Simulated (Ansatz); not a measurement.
We consider diamond, described by PBE (PAW; Ansatz, a first-principles code).

Settings: plane-wave cutoff 520 eV, 16×16×16 k mesh, Fermi–Dirac smearing 0.01 eV, scalar-relativistic PAW data made under PBE.

The cell is scaled about its equilibrium volume:

```json
[
 {"V (Å³/atom)": "5.353", "P (GPa)": "30.08", "direct gap at Γ (eV)": "5.757", "smallest gap on the k mesh (eV)": "4.272"},
 {"V (Å³/atom)": "5.467", "P (GPa)": "19.10", "direct gap at Γ (eV)": "5.699", "smallest gap on the k mesh (eV)": "4.224"},
 {"V (Å³/atom)": "5.581", "P (GPa)": "9.11", "direct gap at Γ (eV)": "5.641", "smallest gap on the k mesh (eV)": "4.178"},
 {"V (Å³/atom)": "5.695", "P (GPa)": "0.02", "direct gap at Γ (eV)": "5.586", "smallest gap on the k mesh (eV)": "4.134"},
 {"V (Å³/atom)": "5.809", "P (GPa)": "-8.25", "direct gap at Γ (eV)": "5.531", "smallest gap on the k mesh (eV)": "4.091"},
 {"V (Å³/atom)": "5.923", "P (GPa)": "-15.79", "direct gap at Γ (eV)": "5.478", "smallest gap on the k mesh (eV)": "4.049"},
 {"V (Å³/atom)": "6.037", "P (GPa)": "-22.65", "direct gap at Γ (eV)": "5.425", "smallest gap on the k mesh (eV)": "4.008"}
]
```

The fundamental gap (4.13 eV at the equilibrium volume, with added k points) lies elsewhere than Γ–Γ.
